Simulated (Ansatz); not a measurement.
1T (CdI2-type) PtS₂ was calculated with HSE06 (Ansatz, a quantum-chemistry and plane-wave program, PAW).

Numerical settings: plane-wave cutoff 460 eV, 9×9×6 k mesh (along the axes of the cell as run), Fermi–Dirac smearing 0.01 eV, scalar-relativistic PAW data made under PBE.

Computed at the level's own relaxed cell.

What does this level give for the direct gap at Γ, equilibrium lattice constant a, smallest direct gap on the k points sampled and c axis length?


direct gap at Γ: 4.39 eV
equilibrium lattice constant a: 3.526 Å
smallest direct gap on the k points sampled: 2.51 eV
c axis length: 6.402 Å

Measured, for comparison: lattice constant a 3.542 Å (temperature not stated, no zero-point or thermal correction; as tabulated in Björkman (2014), arXiv:1406.2436); lattice parameter c 5.036 Å (temperature not stated, zero-point anharmonic expansion removed (computed with revB86b-DF2); no thermal correction; as tabulated in Björkman (2014), arXiv:1406.2436). Computed (rounded) less measured: lattice constant a -0.5 %, lattice parameter c +27.1 %. A static lattice is as a rule a little smaller and stiffer than an uncorrected measurement, which narrows the difference in the lattice constant a and would widen misses of the other sign.

Note: the cell comes from a level without a dispersion term, which matters for the spacing of layers, chains or molecules; the cell has widely spaced layers and the level no dispersion term, so their spacing and the moduli can rest on weak binding.

Spin–orbit coupling is not included.

Computing time: about 50 core-minutes (a rough figure).
